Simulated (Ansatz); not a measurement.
This geometry of BFH₄O (7 atoms, charge 0, multiplicity 1) is a first-order saddle point.

Theory: RKS B3LYP/6-31G* (Ansatz).

```xyz
7
Properties=species:S:1:pos:R:3
B 0.071 -0.273 -0.076
F -0.056 0.110 1.547
H 1.123 0.149 -0.438
H -0.955 0.036 -0.607
O 0.137 -1.716 0.367
H -0.703 -2.168 0.188
H 0.025 -0.992 1.463
```

**Question.** Which two structures does it join? (They come from a converged band through this point; their orientation in space is the band's.)

**Answer.** Bonds broken: B1–F2, O5–H7. Bonds formed: F2–H7. BFH4O becomes BH3O + FH.

First end point:

```xyz
7
Properties=species:S:1:pos:R:3
B -0.009 0.030 0.053
F -0.395 0.487 1.288
H 1.149 0.188 -0.232
H -0.852 0.052 -0.806
O 0.023 -1.753 0.354
H -0.872 -1.984 0.658
H 0.599 -1.873 1.130
```

Last end point:

```xyz
7
Properties=species:S:1:pos:R:3
B -0.153 -0.320 -0.582
F 0.861 -0.485 2.595
H 0.569 0.572 -0.267
H -0.674 -0.411 -1.655
O -0.375 -1.282 0.360
H -0.969 -1.992 0.075
H 0.382 -0.935 1.919
```

**Question.** How far does it lie above each of them?

**Answer.** 20.0 kcal/mol above the first and 10.3 kcal/mol above the second. This is the barrier of this one path; another mechanism may lie lower. The orbitals stay closed-shell, which can raise the energy where a bond breaks towards radicals; this wasn't checked here.

The run took 100 s on 1 thread of Intel(R) Xeon(R) Platinum 8259CL CPU @ 2.50GHz (Skylake/Cascade Lake) (shared host), peak memory 0.12 GiB.
